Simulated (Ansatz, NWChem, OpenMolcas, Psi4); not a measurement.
Abstraction of F: OF2 + NO → OF + NOF

Gas-phase species: OF2 (oxygen difluoride) `FOF`, singlet; NO, doublet; OF (Oxygen monofluoride), doublet; NOF (nitrosyl fluoride) `O=NF`, singlet. A radical takes F: the energy is the difference in strength between the O–F bond broken and the N–F bond made.

Shapes, held fixed at every level: PBE0-D4/def2-TZVP. Programs: Ansatz 0.2.0, NWChem 7.3.0, OpenMolcas 26.06, Psi4 1.11. A level may come from different programs for different species; with the same settings they agree closely. The zero-point and thermal change to 298 K, harmonic and unscaled (PBE0-D4/def2-TZVP), is -0.2 kJ/mol.

```
                             level                    kind  ΔH(298 K) (kJ/mol)
                         HF/STO-3G            Hartree–Fock               +56.3
                     r2SCAN/STO-3G                meta-GGA                +8.1
                       PBE0/STO-3G           global hybrid               +32.9
                  CAM-B3LYP/STO-3G  range-separated hybrid               +46.3
                     B2PLYP/STO-3G           double hybrid               +53.6
                       CCSD/STO-3G   coupled cluster or CI               +86.2
                      CCSDT/STO-3G   coupled cluster or CI               +65.7
B3LYP/6-31G* (Cartesian functions)           global hybrid               -90.6
```

B3LYP/6-31G* (Cartesian functions) gives ΔH(298 K) = -90.6 kJ/mol; the levels span -90.6 to +86.2. They disagree on the sign: 7 of 8 are positive. The median of the levels is +50.0. No measured value is set beside it here. T1 is large for NO (0.052), NOF (0.027), so single-reference values are less sure there. Spin contamination: NO (⟨S²⟩ up to 0.91). Open shells run unrestricted. Rows in sets without polarisation functions are far from converged.
